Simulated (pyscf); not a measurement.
PySCF, gas phase, ωB97X-D3(BJ)/def2-SVP geometries. MP2 and CC: frozen core, UHF for open shells. ΔMP2 is the change of the MP2 total energy from the triple- to the quadruple-zeta basis.

Q: Estimate the classical barrier height and the reaction energy of H₃Si–SeH + hydrogen chloride (HCl) -> H₂Se + H₃Si–Cl at CCSD(T)/def2-TZVPP + ΔMP2(QZVPP). The step runs on the singlet surface, breaks Se–Si, Cl–H and forms H–Se, Cl–Si; take the separated reactants as zero.

A: ΔE‡ = 1.33 eV, ΔE = -0.33 eV. Zero-point energy shifts the barrier by +0.03 eV. It is a four-centre exchange, with an imaginary mode of 513i cm⁻¹. On the reactant side the descent ends in a complex, 0.19 eV under the separated species and 1.37 eV under the saddle at ωB97X-D3(BJ)/def2-TZVP. At ωB97X-D3(BJ) the barrier from the zero used here is 1.18 eV. One saddle was located; it need not be the lowest between these sides. The CCSD(T) − MP2 part came from Ansatz, without density fitting, on the same reference. The frozen core leaves the outer d or s,p core shells of the metals and heavy elements correlated in the MP2 and CC values, and def2-TZVPP describes them poorly, which can shift differences by a few kcal/mol. Elements up to Kr have no core potential and no relativistic terms here.
